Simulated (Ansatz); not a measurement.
# Multireference treatment of CH4S, singlet

Computed with Ansatz's Gaussian-basis code (development build). Basis aug-cc-pVDZ on C/H, aug-cc-pV(D+d)Z on S, nonrelativistic, 6 orbitals frozen in the corrections. State-specific CASSCF; RHF is the lowest restricted (open-shell) Hartree–Fock solution met. Single-reference values can break down or jump between states where bonds are stretched. Solutions may break the symmetry of the shape. No proof that the lowest CASSCF solution was found.

Geometry. A bond is stretched, to 1.58 times the sum of the covalent radii.

| atom | x (Å) | y (Å) | z (Å) |
| --- | --- | --- | --- |
| C | 0.0000 | -0.0549 | -1.1546 |
| S | 0.0000 | 0.1544 | 0.6477 |
| H | 0.0000 | -1.9318 | 1.1451 |
| H | 0.0000 | 0.9468 | -1.5849 |
| H | 0.8923 | -0.5782 | -1.4982 |
| H | -0.8923 | -0.5782 | -1.4982 |

(1) What do CASSCF and its corrections give against RHF in CAS(2,2), and what are the occupations?

(2) How do single-reference totals in the same basis and frozen core stand against SC-NEVPT2 in CAS(2,2)?

Answers

(1) CASSCF -1.366 eV, SC-NEVPT2 -9.059 eV; occupations 1.79, 0.21.

(2) CCSD(T) -1.220 eV. Coupled cluster stands on the determinant that it favours, which can lie over the RHF solution above, and is in doubt where the occupations are far from 0, 1 and 2.
